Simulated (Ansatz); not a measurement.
**Palladium, fcc under RPBE: structure, energy and stiffness**

The plan for palladium in the fcc structure: relax it, solve it on a dense k-mesh, switch on spin-orbit coupling, then scale the cell to 7 volumes from 88 to 112 % of the relaxed one and try a fit of the equation of state. The k-meshes are 14×14×14 for the relaxation; 22×22×22 for the dense run; 14×14×14 for spin-orbit coupling; 22×22×22 for the volumes. It starts from a deposited cell (COD).

Method: DFT RPBE, plane waves (420 eV) with PAW, scalar-relativistic; the PAW data stem from PBE, with regenerated cores, in Ansatz 0.2.0.

### Step 1. The system as given

Symmetry: Fm-3m, No. 225, cubic system. Conventional cell: a = 3.890 Å, b = 3.890 Å, c = 3.890 Å, α = 90.00°, β = 90.00°, γ = 90.00°. Pd (site symmetry m-3m) is surrounded by 12 Pd at 2.75 Å.

Structure file:

```xyz
1
Lattice="0.0000 1.9449 1.9449 1.9449 0.0000 1.9449 1.9449 1.9449 0.0000" Properties=species:S:1:pos:R:3 pbc="T T T"
Pd    0.0000    0.0000    0.0000
```

### Step 2. Relaxing cell and atoms

input.yaml reads:

```yaml
crystal:
  lattice:
    - [0.0, 1.9449, 1.9449]
    - [1.9449, 0.0, 1.9449]
    - [1.9449, 1.9449, 0.0]
  atoms:
    - { symbol: Pd, position: [0.0, 0.0, 0.0] }
hamiltonian:
  xc: rpbe
  pseudopotentials:
    kind: paw
    azcp:
      Pd: "pseudopotentials/Pd.paw.azcp"
basis:
  ecutwfc: 420
  fft_grid_basis: typed
kpoints:
  mp_grid: { grid: [14, 14, 14], shift: [0, 0, 0] }
magnetization:
  spin_polarized: false
scf:
  occupations: { method: fermi_dirac, width: 0.1 }
relax:
  max_steps: 60
  f_tol: 0.01
  cell: {}
```

The runs that follow: The energy on a finer k-mesh; With spin-orbit coupling; At 88 % of the relaxed volume; At 92 % of the relaxed volume; At 96 % of the relaxed volume; At 100 % of the relaxed volume; At 104 % of the relaxed volume; At 108 % of the relaxed volume; At 112 % of the relaxed volume.

Before running it: what results should come out? Wanted: space group; conventional cell; volume; shortest distance; gap on the mesh; V₀, B₀, B₀′.

**Answer**, as computed:

| quantity | value |
| --- | --- |
| space group (spins left aside) | Fm-3m (No. 225) |
| conventional cell | a = 3.985 Å |
| volume | 15.822 Å³/atom |
| shortest distance | 2.818 Å |
| against the deposited volume | +7.5 % (14.714 Å³/atom) |
| gap on the mesh | none (levels filled in part) |
| V₀, B₀, B₀′ | 15.775 Å³/atom, 147 GPa, 5.6 |

In words: The volume comes out 7.5 % larger than measured. This functional tends to bind solids too weakly. Levels at the Fermi energy are filled in part, as in a metal. The total energy of the spin-orbit run lies -2.1 eV/atom from the scalar one, but the two kinds of run don't share a zero of energy: only differences within one kind count. B₀ comes out at 147 GPa.
